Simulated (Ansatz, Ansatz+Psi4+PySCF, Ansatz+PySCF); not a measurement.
```xyz
7

H    -2.4614   -0.0228    0.2410
N    -1.5624   -0.3516   -0.0673
C    -0.5071    0.5433    0.0171
C     0.8124    0.1167   -0.0021
N     1.9224   -0.2540    0.0000
H    -1.3726   -1.3071    0.1519
H    -0.7272    1.5872   -0.0154
```

Basis set: cc-pVTZ (spherical functions). Left uncorrelated: 4 orbitals. Correlation on ROHF uses semicanonical orbitals with singles. Charge 0, multiplicity 2.

Computed with Ansatz (development build ahead of 0.2.0); each method stands on the lowest determinant of its kind that the runs found.

Question: Give the atomization energy at this shape (free ground-state atoms in the same class of orbitals less the molecule, no zero-point energy) of doublet C2H3N2 by ROHF-MP2, UHF-MP2.

Answer:

| method | atomization energy |
| --- | --- |
| ROHF-MP2 | 682.79 kcal/mol |
| UHF-MP2 | 671.52 kcal/mol |

Caution: forces differ strongly between restricted and unrestricted references. Caution for UHF-MP2: the unrestricted determinant is spin contaminated.
